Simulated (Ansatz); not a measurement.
Born–Oppenheimer molecular dynamics of CH₄NSi (7 atoms, charge 1, multiplicity 1). It starts from a relaxed structure.

Method: RKS PBE-D4/def2-SVP in Ansatz 0.2.0.

```
ensemble                      : NVE (velocity Verlet)
time step                     : 2 fs
steps asked                   : 100
starting velocities drawn for : 300 K
seed                          : 574555
```

First frame:

```xyz
7
Properties=species:S:1:pos:R:3
N -1.151 -0.209 -0.922
C -0.170 -0.032 -0.137
Si 1.160 0.211 0.929
H -1.804 -1.012 -0.829
H -1.362 0.438 -1.708
H 0.886 1.032 2.137
H 2.441 -0.427 0.531
```

Problem. What does the run give?

Solution. The run went to its last step.

* steps done: 100
* time covered: 200 fs
* mean temperature over the second half: 151 K
* spread of the potential energy over the second half: 3.8 meV per atom
* mean potential energy of the second half above the start: 15.9 meV per atom

The conserved energy stayed within 3.9 meV per atom of its start (net change 2.6 meV per atom), so there is no drift, though single steps change it by up to 26 meV in the whole system, a sign of fast motions only just resolved. The temperature averaged 0.50 of the 300 K drawn at the start: a run that starts near a minimum puts about half its kinetic energy into the potential. A step of 2 fs is long for free X–H stretches (periods near 10 fs) and can bias their spread and the temperature. A run of 0.2 ps of so small a system gives no equilibrium averages. Limits of this set-up: the dipole of an ion depends on the origin.

Problem. What happens to the structure?

Solution. The same pairs are bonded in the first frame and the last. Pairs count as bonded within 1.25 times the sum of covalent radii (0.12 Å more for H–H). The details hang on the random start.

Problem. How do temperature and energy run in time?

Solution. 
```tsv
time (fs)	T (K)	potential energy less start (eV)	conserved less start (meV/atom)
0.0	300	0.000	0.00
6.0	153	0.112	2.42
12.0	70	0.173	3.50
18.0	169	0.097	1.74
24.0	139	0.122	2.49
30.0	95	0.160	3.86
36.0	184	0.085	1.41
42.0	183	0.081	0.80
48.0	106	0.147	3.07
54.0	168	0.105	2.82
60.0	172	0.093	1.43
66.0	87	0.155	2.42
72.0	157	0.111	2.65
78.0	232	0.048	0.60
84.0	149	0.107	1.23
90.0	112	0.142	2.94
96.0	144	0.119	2.54
102.0	105	0.142	2.33
108.0	142	0.124	3.12
114.0	209	0.074	2.23
120.0	167	0.095	1.26
126.0	143	0.117	2.29
132.0	167	0.107	3.01
138.0	140	0.118	2.01
144.0	114	0.134	1.98
150.0	123	0.136	3.15
156.0	171	0.091	1.08
162.0	174	0.084	0.28
168.0	144	0.120	2.72
174.0	127	0.132	2.94
180.0	140	0.116	1.73
186.0	171	0.101	2.52
192.0	151	0.122	3.59
198.0	173	0.089	1.04
```

Run time: 2.2 min on 1 thread of Arm Neoverse V1 (shared host), peak memory 0.1 GiB.
